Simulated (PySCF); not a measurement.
## OF2 at several levels of theory

All levels use the PBE0 minimum (singlet; O–F 1.381 Å (×2); F–O–F 103.9°), basis [O def2-TZVP, F def2-TZVP], no relativity, density fitting, no spin–orbit coupling, PySCF. For vertical energies the ionised species is a doublet (spins chosen at PBE0 and kept) and the electron-attached one a doublet. Atomisation goes to high-spin ground-configuration atoms, without zero-point energy. Open shells are unrestricted, also as the reference of the correlated levels. A dash marks a value that was not computed or is not defined at that level.

Z-matrix (Å, degrees; charge 0 multiplicity 1):
```
O
F  1 1.3808
F  1 1.3808 2 103.92
```

```tsv
level	atomisation (kJ/mol)	vertical IP (eV)	vertical EA (eV)	−ε(HOMO) (eV)	gap (eV)	dipole (D)
PBE0	385	13.09	-1.23	9.65	7.71	0.27
HF	-160	12.51	-1.61	15.61	19.57	0.38
MP2	396	14.78	-1.61	–	–	–
PBE	513	12.49	-1.39	7.37	3.81	0.21
CCSD(T)	351	13.06	-1.60	–	–	–
r2SCAN	416	12.75	-1.20	7.90	4.61	0.25
B3LYP	389	13.17	-1.09	9.39	6.95	0.27
TPSSh	398	12.81	-1.32	8.50	5.76	0.27
r2SCANh	373	12.96	-1.14	8.76	6.07	0.27
M06-2X	376	13.57	-1.31	11.89	11.61	0.29
```

For OF₂ itself CCSD(T) correlates 20 electrons; T1 = 0.015, D1 = 0.039, (T) = -74 kJ/mol.

(1) Which levels differ least and most from CCSD(T) in the atomisation?

Answers

(1) Least: r2SCANh (+22 kJ/mol); most: HF (-511 kJ/mol). CCSD(T) atomisation energies in a triple-zeta basis lie tens of kJ/mol low, so this is no ranking by accuracy.

Spin contamination in at least one species weakens the values at: HF, MP2, CCSD(T).

Without diffuse functions attachment energies tend to come out too low.
